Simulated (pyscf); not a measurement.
## Concerted two-bond exchange: O=CH–OH + H₂O → O=CH–OH + H₂O

Gas phase, singlet surface, charge 0. Bonds broken: O1–H4, O6–H7. Bonds formed: O3–H7, H4–O6. Structures and frequencies: ωB97X-D3(BJ)/def2-SVP in PySCF. Correlated levels are frozen-core, on RHF or UHF. ΔMP2 is the change of the MP2 total energy from the triple- to the quadruple-zeta basis.

Transition state (Å):

```xyz
8

O      0.3030     1.0551     0.1262
C      0.0959     0.1065    -0.6792
O     -0.6214    -0.9005    -0.4284
H     -0.4007     0.6965     1.1689
H      0.5783     0.1614    -1.6768
O     -1.0956    -0.0147     1.7336
H     -1.0384    -0.6526     0.7862
H     -0.5822    -0.4537     2.4256
```

One imaginary mode, 1358i cm⁻¹; descent along it reached the two sides named, in the forms told below.

| bond | change | reactant side (Å) | saddle | product side |
|---|---|---|---|---|
| O1–H4 | breaks | 0.998 | 1.308 | 1.963 |
| O6–H7 | breaks | 0.977 | 1.144 | 1.711 |
| O3–H7 | forms | 1.967 | 1.308 | 0.998 |
| H4–O6 | forms | 1.711 | 1.144 | 0.977 |

Electronic energies relative to the separated reactants (kcal/mol):

```tsv
level	barrier	reaction energy	reverse barrier
ωB97X-D3(BJ)/def2-TZVP	2.8	0.0	2.8
PBE/def2-TZVP	-3.4	0.0	-3.4
r²SCAN/def2-TZVP	-2.5	0.0	-2.5
B3LYP-D3(BJ)/def2-TZVP	1.1	0.0	1.1
PBE0-D3(BJ)/def2-TZVP	-1.0	0.0	-1.0
M06-2X/def2-TZVP	1.1	0.0	1.1
ωB97M-D3(BJ)/def2-TZVP	2.9	0.0	2.9
HF/def2-TZVP	19.2	0.0	19.2
MP2/def2-QZVPP	3.3	0.0	3.3
CCSD/def2-TZVPP	7.4	0.0	7.4
CCSD(T)/def2-TZVPP	4.4	0.0	4.4
CCSD(T)/def2-TZVPP + ΔMP2(QZVPP)	5.1	0.0	5.1
```

With CCSD(T)/def2-TZVPP + ΔMP2(QZVPP) energies and thermal terms (ideal gas, 1 atm, RRHO with modes under 100 cm⁻¹ raised to 100, one conformer, R ln 2 for rigid chiral ones), in kcal/mol:

```csv
T (K),ΔH‡,ΔG‡,ΔH,ΔG
298,3.1,14.5,0.0,0.0
600,2.7,26.2,0.0,0.0
900,3.2,37.8,0.0,0.0
1200,4.0,49.2,0.0,0.0
```

On the reactant side the descent ends in a bound adduct, 11.1 kcal/mol under the separated species and 14.0 kcal/mol under the saddle at ωB97X-D3(BJ)/def2-TZVP. On the product side the descent ends in a bound adduct, 11.1 kcal/mol under the separated species and 14.0 kcal/mol under the saddle at ωB97X-D3(BJ)/def2-TZVP. At PBE, r²SCAN, PBE0-D3(BJ) the saddle lies under the separated reactants, which points to a path from their complex (located at ωB97X-D3(BJ) alone). At PBE, r²SCAN, PBE0-D3(BJ) the saddle lies under the separated products, which points to a path from their complex (located at ωB97X-D3(BJ) alone). One saddle was located; it need not be the lowest between these sides. The CCSD(T) − MP2 part came from Ansatz, without density fitting, on the same reference.
